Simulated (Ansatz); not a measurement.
**BFH4S (built from SMILES BF.S): a barrier at many levels of theory**

Aim: the barrier and energy of one elementary step (B1–S6 tightened, F2–H5 formed, B1–F2 broken, H5–S6 broken) from LDA up to coupled cluster, on fixed structures, to see where each rung fails.

The runs use Ansatz 0.2.0, Gaussian basis; single points in def2-TZVPP on PBE0-D4/def2-TZVP structures.

Levels: SPW92, PBE-D4, BLYP-D4, r2SCAN-D4, B97M-V, PBE0-D4, B3LYP-D4, r2SCAN0-D4, BHLYP-D4, CAM-B3LYP-D4, wB97X-V, wB97M-V, B2PLYP, PBE-QIDH, RPA on PBE, Hartree-Fock, MP2, CCSD, CCSD(T). The reference is CCSD(T) at the basis limit, from triple and quadruple zeta. Zero-point energies come from PBE0-D4 vibrations.

Cores are frozen in the correlated methods. B3LYP uses VWN-RPA correlation. B2PLYP carries no dispersion term here.

80 further runs of the same task are left out: 80 set aside as unsound or not needed.

**1. Start, saddle and end, as given**

Charge 0, multiplicity 1. The folders r, ts and p hold the start, the saddle and the end; their coordinates stand in the first inputs.

```tsv
pair	r (Å)	ts (Å)	p (Å)
B1–S6	2.156	1.959	1.778
F2–H5	2.922	1.155	0.930
B1–F2	1.365	1.594	3.551
H5–S6	1.344	1.646	2.317
```

**2. SPW92/def2-TZVPP**

r/in.yaml

```yaml
crystal:
  periodic: [false, false, false]
  atoms:
    - {symbol: B, position_ang: [-0.810908, -0.457563, -0.009526]}
    - {symbol: F, position_ang: [-0.527046, -0.829741, -1.291469]}
    - {symbol: H, position_ang: [-0.713821, -1.313973, 0.836573]}
    - {symbol: H, position_ang: [-1.665047, 0.384441, 0.132893]}
    - {symbol: H, position_ang: [1.869075, -0.060219, 0.193750]}
    - {symbol: S, position_ang: [0.871960, 0.740726, 0.608304]}
    - {symbol: H, position_ang: [0.975788, 1.536329, -0.470525]}
basis:
  gaussian: {orbitals: def2-TZVPP}
hamiltonian: {xc: lda}
```

ts/in.yaml

```yaml
crystal:
  periodic: [false, false, false]
  atoms:
    - {symbol: B, position_ang: [-0.622739, -0.301799, 0.182167]}
    - {symbol: F, position_ang: [0.119585, -0.956066, -1.067552]}
    - {symbol: H, position_ang: [-0.861253, -1.173006, 0.961333]}
    - {symbol: H, position_ang: [-1.479687, 0.423504, -0.217154]}
    - {symbol: H, position_ang: [0.983892, -0.362676, -0.582583]}
    - {symbol: S, position_ang: [1.011447, 0.628953, 0.730317]}
    - {symbol: H, position_ang: [0.848754, 1.741090, -0.006527]}
basis:
  gaussian: {orbitals: def2-TZVPP}
hamiltonian: {xc: lda}
```

p/in.yaml

```yaml
crystal:
  periodic: [false, false, false]
  atoms:
    - {symbol: B, position_ang: [-0.881365, 0.076588, 0.725491]}
    - {symbol: F, position_ang: [1.076536, -1.359102, -1.865318]}
    - {symbol: H, position_ang: [-1.100930, -0.967477, 1.251978]}
    - {symbol: H, position_ang: [-1.725635, 0.757163, 0.239626]}
    - {symbol: H, position_ang: [1.106508, -0.830185, -1.100981]}
    - {symbol: S, position_ang: [0.822367, 0.583684, 0.713120]}
    - {symbol: H, position_ang: [0.702519, 1.739330, 0.036083]}
basis:
  gaussian: {orbitals: def2-TZVPP}
hamiltonian: {xc: lda}
```

One command serves all of them, each in its own folder.

Launch:

```sh
ansatz run in.yaml --threads 2 --pin off --events-out ev --progress --plain --max-ram 4352MiB
```

After this run come: PBE-D4/def2-TZVPP; BLYP-D4/def2-TZVPP; r2SCAN-D4/def2-TZVPP; B97M-V/def2-TZVPP; PBE0-D4/def2-TZVPP; B3LYP-D4/def2-TZVPP; r2SCAN0-D4/def2-TZVPP; BHLYP-D4/def2-TZVPP; CAM-B3LYP-D4/def2-TZVPP; wB97X-V/def2-TZVPP; wB97M-V/def2-TZVPP; B2PLYP/def2-TZVPP; PBE-QIDH/def2-TZVPP; RPA on PBE/def2-TZVPP; CCSD(T)/def2-TZVPP; MP2/def2-QZVPP; Vibrations of the start structure; Vibrations of the end structure.

Q: Predict the outcome of this session. Wanted: barrier, CCSD(T)/CBS; reverse barrier, CCSD(T)/CBS; step energy, CCSD(T)/CBS; barrier with zero-point energy; step energy with zero-point energy; imaginary mode at the saddle; largest T1 diagnostic.

**Answer**, as computed:

| quantity | value |
| --- | --- |
| barrier, CCSD(T)/CBS | 104.0 kJ/mol |
| reverse barrier, CCSD(T)/CBS | 61.7 kJ/mol |
| step energy, CCSD(T)/CBS | +42.3 kJ/mol |
| barrier with zero-point energy | 97.9 kJ/mol |
| step energy with zero-point energy | +41.2 kJ/mol |
| imaginary mode at the saddle | 901i cm⁻¹ |
| largest T1 diagnostic | 0.012 |

In words: B2PLYP is the best functional here (+0.8 kJ/mol from CCSD(T)/CBS); SPW92 is the worst (-39.3 kJ/mol). Mean unsigned error by rung: LDA 39.3, GGA 14.3, meta-GGA 6.3, hybrid 7.9, range-separated hybrid 2.2, double hybrid 2.0 kJ/mol. PBE-D4 gives a barrier 22.0 kJ/mol too low, outside chemical accuracy (1 kcal/mol, 4.2 kJ/mol). The barrier rises with the share of exact exchange, from BLYP-D4 through B3LYP-D4 to BHLYP-D4 (-6.6, +1.7, +17.4 kJ/mol). Hartree-Fock, with no correlation, is off by +51.9 kJ/mol. Zero-point motion lowers the barrier by 6.1 kJ/mol.
